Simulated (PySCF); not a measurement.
acetic acid (C₂H₄O₂), SMILES C(C)(O)=O.

Geometry optimised at PBE0-D3(BJ)/def2-SVP. One conformer was computed; it need not be the lowest.

These are PySCF with HF/def2-TZVPD values and carry that method's errors.

Symmetry labels are those of the subgroup Cs that the program uses (full group Cs).

Computed valence orbital energies around the gap with their symmetry:
```json
[
 {"orbital": "HOMO−7", "symmetry": "A'", "energy (eV)": "-19.27"},
 {"orbital": "HOMO−6", "symmetry": "A'", "energy (eV)": "-18.62"},
 {"orbital": "HOMO−5", "symmetry": "A\"", "energy (eV)": "-17.80"},
 {"orbital": "HOMO−4", "symmetry": "A'", "energy (eV)": "-15.94"},
 {"orbital": "HOMO−3", "symmetry": "A'", "energy (eV)": "-15.59"},
 {"orbital": "HOMO−2", "symmetry": "A\"", "energy (eV)": "-15.27"},
 {"orbital": "HOMO−1", "symmetry": "A\"", "energy (eV)": "-13.22"},
 {"orbital": "HOMO", "symmetry": "A'", "energy (eV)": "-12.43"},
 {"orbital": "LUMO", "symmetry": "A'", "energy (eV)": "1.53"},
 {"orbital": "LUMO+1", "symmetry": "A'", "energy (eV)": "2.32"},
 {"orbital": "LUMO+2", "symmetry": "A'", "energy (eV)": "2.67"},
 {"orbital": "LUMO+3", "symmetry": "A\"", "energy (eV)": "2.84"}
]
```
